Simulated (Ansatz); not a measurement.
```yaml
crystal:
  periodic: [false, false, false]
  atoms:
    - {symbol: V, position_ang: [0.000000, 0.000000, 0.000000]}
    - {symbol: Cl, position_ang: [0.000000, 0.000000, 2.470000]}
basis:
  gaussian: {orbitals: def2-TZVP}
hamiltonian: {xc: pbe0}
relax: {f_tol: 0.004, max_steps: 80}
```

```sh
$ ansatz run in.yaml --threads 1 --pin off --events-out ev --progress --plain --max-ram 2176MiB
```

Steps of the relaxation (energy above the last step; positions in Å, forces in eV/Å):

```
2
step 1, 551.4 meV
V     0.000    0.000    0.000    0.000    0.000    2.429
Cl    0.000    0.000    2.470    0.000    0.000   -2.429
```

```
2
step 2, 0.3 meV
V     0.000    0.000    0.178    0.000    0.000   -0.103
Cl    0.000    0.000    2.292    0.000    0.000    0.103
```

```
2
step 3, 0.1 meV
V     0.000    0.000    0.173    0.000    0.000    0.041
Cl    0.000    0.000    2.297    0.000    0.000   -0.041
```

```
2
step 4, 0.0 meV
V     0.000    0.000    0.174    0.000    0.000    0.001
Cl    0.000    0.000    2.296    0.000    0.000   -0.001
```

Close pairs at the end: V1–Cl2 2.121 Å.

A stationary point of restricted PBE0 after 4 steps (its stability towards spin polarisation wasn't tested). 11 s on 1 thread of Intel Xeon 6975P-C, shared host.
